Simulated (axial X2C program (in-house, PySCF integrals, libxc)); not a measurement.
Worked dissociation energy of NaB⁺: HF, spin-free

Calculated with an in-house all-electron X2C program for linear molecules (integrals from PySCF). Spin-free means the one-electron spin-free X2C Hamiltonian. Basis: Na dyall-cv3z [9s8p5d2f], B dyall-v3z [7s6p2d1f] (cores contracted in-house); Gaussian nuclei, density fitting, unrestricted open shells. Masses: Na 22.990 u, B 11.009 u.

Molecular state: M_S = 1/2, Λ = 0 (beyond evenly filled blocks: σα).

- E(Na+) (2M_S = 0, M_L = 0): -161.885879 hartree
- E(B) (2M_S = 1, M_L = 0): -24.539785 hartree
- E(NaB⁺) at Re: -186.445820 hartree
- ωe: 211.4 cm⁻¹
- ωexe: 2.79 cm⁻¹

(1) Work out De and D0.

The state is one determinant whose occupation by symmetry is held fixed; it was picked as the lowest of a PBE0 search that is not exhaustive. De is counted from the lowest determinant-based energies of the atoms at the same level, without counterpoise correction.

Hartree–Fock lacks correlation and underbinds, often by eV.

Each atomic determinant is the lowest at this level and need not be a pure term. Totals compare only within one Hamiltonian and basis.

Answers

(1) De = -161.885879 + (-24.539785) − (-186.445820) = 0.02016 hartree = 0.548 eV. The zero-point energy is ωe/2 − ωexe/4 = 105 cm⁻¹ = 0.013 eV, so D0 = 0.535 eV.
